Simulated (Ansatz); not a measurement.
Band gap (eV) of solids drawn from the class of tetrahedrally bonded semiconductors and semimetals, at two levels: PBE (Ansatz, a quantum-chemistry and plane-wave program, plane waves, PAW), and HSE06 (plane waves, PAW; Ansatz).

PBE values are at the measured cell, HSE06 values at the measured cell.

| solid | PBE | HSE06 | shift (eV) |
|---|---|---|---|
| zinc-blende BAs | 1.18 | 1.82 | +0.64 |
| zinc-blende ZnSe | 1.29 | 2.41 | +1.12 |
| 3C-SiC | 1.36 | 2.23 | +0.87 |
| zinc-blende CdTe | 0.77 | 1.63 | +0.86 |
| zinc-blende InP | 0.69 | 1.47 | +0.78 |
| zinc-blende HgSe | 0.00 | 0.00 | 0.00 |
| zinc-blende BP | 1.24 | 1.96 | +0.72 |
| zinc-blende HgS (metastable phase) | 0.00 | 0.43 | +0.43 |
| zinc-blende CuI | 1.15 | 2.65 | +1.50 |
| zinc-blende GaSb | 0.11 | 0.90 | +0.79 |

The shifts run from 0.00 eV to +1.50 eV, with a median of +0.79 eV.

Over all 10 rows HSE06 is the larger in 9.

Ansatz's runs of these crystals have no spin polarisation.

Levels without +SOC have no spin–orbit coupling; where heavier elements are present it shifts gaps, mostly down, and can invert bands. A gap of zero means that the bands touch or overlap. Density-functional gaps are differences of (generalised) Kohn–Sham levels. Ansatz's density-functional and Hartree–Fock values are scalar-relativistic unless marked +SOC, with PAW data made under PBE.
